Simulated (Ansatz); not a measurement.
Two shapes of triplet O3.

Shape 1:

```xyz
3

O     0.1591    0.2857    0.2503
O    -0.8371    0.5169   -0.3577
O     0.6796   -0.7787    0.1399
```

Shape 2:

```xyz
3

O    -0.1932   -0.1387   -0.3467
O     0.2569    1.0090   -0.2919
O    -0.0637   -0.8703    0.6386
```

Basis set: def2-SVP (spherical functions). Frozen core: 3 orbitals. Charge 0, multiplicity 3.

Computed with Ansatz (development build ahead of 0.2.0); each method stands on the lowest determinant of its kind that the runs found.

Q: Which shape is lower in energy, and by how much in each method?

A:

```csv
method,E(2) − E(1) (eV)
UHF,-0.602
UHF-MP2,-0.764
```

Shape 2 is lower. Caution: another spin multiplicity may lie lower.
